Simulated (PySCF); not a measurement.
## Which determinant of SiH lies lowest?

Unrestricted PBE0; PySCF, no relativity, basis sets Si 6-311G(d,p), H 6-311G(d,p). Outer shells of the fragments: Si 3s2 3p2; H 1s1.

Followed along the bond (rough minima from three points):

```csv
2Ms+1,unpaired,⟨S²⟩ at the start,R at minimum (Å),Te (eV)
2,π ↑,0.75,1.54,0.00
4,"σ ↑, π ↑↑",3.75,1.50,1.53
```

Solutions found at the starting distance of 1.435 Å, counted from the lowest of them; the search is not exhaustive and high or unbound solutions are not listed, so other states can lie among these:

| 2Ms+1 | unpaired | term | E (eV) | ⟨S²⟩ | ⟨Lz²⟩ | μ (D) |
| --- | --- | --- | --- | --- | --- | --- |
| 2 | π ↑ | ²Π | 0.00 | 0.75 | 1.00 | 0.50 |
| 4 | σ ↑, π ↑↑ | ⁴Σ⁻ | 1.48 | 3.75 | 0.00 | -0.06 |
| 2 | σ ↑, π ↑↓ | mixed | 2.36 | 1.76 | 2.01 | 0.28 |
| 2 | σ ↓, π ↑↑ | mixed | 2.46 | 1.78 | 0.00 | 0.61 |
| 2 | σ ↑ | mixed | 3.33 | 0.76 | 2.00 | 0.28 |
| 4 | σ ↑↑, π ↑ | ⁴Π | 6.40 | 3.75 | 1.00 | 1.07 |
| 2 | π ↑ | ²Π | 7.03 | 0.79 | 1.01 | -0.24 |

A term symbol is given only where ⟨S²⟩ and ⟨Lz²⟩ are close to those of a pure state; real π, δ and φ orbitals otherwise mix terms. A positive dipole means Si(−)H(+).

Problem. Compare the gap between the two lowest followed solutions at the starting distance with the gap between their minima.

Solution. At PBE0 the second solution (quartet, unpaired electrons σ ↑, π ↑↑) lies +1.48 eV from the first (doublet, unpaired electrons π ↑) at 1.435 Å and +1.53 eV at the minima; the two curves relax by different amounts, since their minima lie near 1.50 and 1.54 Å.

Counting both spins, an empty level lies below a filled one in some of these solutions, because spin and occupation are held.
